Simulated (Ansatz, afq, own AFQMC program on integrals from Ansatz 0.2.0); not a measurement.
CH₂Ge, triplet in cc-pVDZ, levels against CCSDT(Q)

```xyz
4

Ge    0.0000   -0.0854    0.6309
C     0.0000    0.4135   -3.5283
H     0.0000    1.4678    0.9810
H     0.0000   -0.2377   -4.4035
```

Connectivity, by distances: GeH ··· CH.

Basis cc-pVDZ. Noble-gas cores (and the filled d shells of Ga–Kr and In–Xe) are frozen. Ansatz 0.2.0 and our own AFQMC program on the same integrals; the CISD trial comes from CCSD amplitudes, and released means the phaseless constraint is let go. Error bars are statistical, one sigma. No spin–orbit coupling.

Determinant: UHF, the one that the program's search chose, which needn't be the lowest solution. The geometry is a point of a scan.

No full CI on the walks' own integrals is used here; CCSDT(Q) serves as the reference and is uncertain by about the last step of the cluster series.

Cautions: no relativity below Rb; no spin-orbit coupling; inner d shell frozen; lower spins were not checked; an unrestricted solution with more broken spin lies lower (186 meV, ⟨S²⟩ 3.00).

The T1 diagnostic is 0.0120. The weight of the determinant in the CISD state is 0.878. The ⟨S²⟩ of the determinant is 2.018. The size of the correlated space is 10 electrons in 36 orbitals.

```
  level  correlation energy (eV)
    MP2                  -3.8091
   CCSD                  -5.0879
CCSD(T)                  -5.1759
```

Question: Estimate where phaseless AFQMC with a CISD trial lies against CCSD(T) on the same integrals.

Answer: 13.3 ± 11.0 meV below CCSD(T). The gap is under twice the noise, so this walk alone can't tell the two apart.

Reference: CCSDT(Q), correlation energy -5.206 eV. The released energy is read at 2.40 1/Eh (meV from the phaseless value at times in 1/Eh: -1 ± 11 at 0.24, -5 ± 9 at 0.51, -8 ± 15 at 0.99, 0 ± 14 at 1.62, 1 ± 17 at 2.40).

| level | E − E(reference) (meV) | share of correlation (%) |
| --- | --- | --- |
| CCSD(T) | 30.0 | 99.42 |
| CCSDT | 3.4 | 99.93 |
| ph-AFQMC/CISD | 16.8 ± 11.0 | 99.68 |
| released AFQMC | 17.8 ± 16.5 | 99.66 |

A walk keeps the symmetry of its determinant, which the program's search chose and which needn't be the lowest solution, so a lower state of the same spin and another symmetry isn't excluded. Released energies are given only where the last usable release times agree within the noise; a slower fall can still hide under it.
